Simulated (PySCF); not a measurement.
Compound: C₃H₂FNO.
SMILES: `FC1=NC=CO1`

The calculation used EOM-IP-CCSD/aug-cc-pVDZ in PySCF, restricted Hartree–Fock reference, 6 core orbitals frozen, non-relativistic, gas phase, PBE0-D3(BJ)/def2-SVP geometry.

Hartree–Fock orbital energies give these Koopmans values (eV): HOMO 9.73, HOMO-1 13.05, HOMO-2 13.27, HOMO-3 16.37, HOMO-4 16.73, HOMO-5 18.08, HOMO-6 18.82, HOMO-7 19.72.

**Question.** What vertical ionisation energies does EOM-IP-CCSD give?

**Answer.** 
| leading hole (HF orbital) | Koopmans (eV) | EOM-IP-CCSD (eV) | change (eV) | one-hole share |
| --- | --- | --- | --- | --- |
| HOMO | 9.73 | 9.78 | +0.05 | 0.96 |
| HOMO-2 | 13.27 | 11.41 | -1.86 | 0.94 |
| HOMO-1 | 13.05 | 12.07 | -0.98 | 0.94 |
| HOMO-3 | 16.37 | 14.56 | -1.81 | 0.95 |
| HOMO-4 | 16.73 | 15.03 | -1.70 | 0.95 |
| HOMO-5 | 18.08 | 15.73 | -2.35 | 0.92 |
| HOMO-6 | 18.82 | 16.93 | -1.89 | 0.94 |
| HOMO-7 | 19.72 | 17.36 | -2.36 | 0.94 |

**Question.** Does the order of the lines follow the orbital energies?

**Answer.** No: the HOMO-2 hole (11.41 eV) falls below the HOMO-1 hole (12.07 eV). The corrections run from -2.36 to +0.05 eV, with a mean of -1.61 eV over the 8 lines; EOM-IP-CCSD lies above the Koopmans value for HOMO. Koopmans values leave out both the relaxation of the orbitals and the change in correlation energy.

**Question.** At what kinetic energies would He I light (21.22 eV) eject these electrons?

**Answer.** 11.44 eV (HOMO), 9.81 eV (HOMO-2), 9.15 eV (HOMO-1), 6.66 eV (HOMO-3), 6.19 eV (HOMO-4), 5.49 eV (HOMO-5), 4.29 eV (HOMO-6), 3.86 eV (HOMO-7).

One root was sought for each valence orbital with −ε under 21 eV, eight at most, so deeper holes and satellites are missing; no vibrational structure.

Time: 9.7 min; peak memory 2.9 GiB. Hardware: an Arm Neoverse N1 with one thread, shared host.
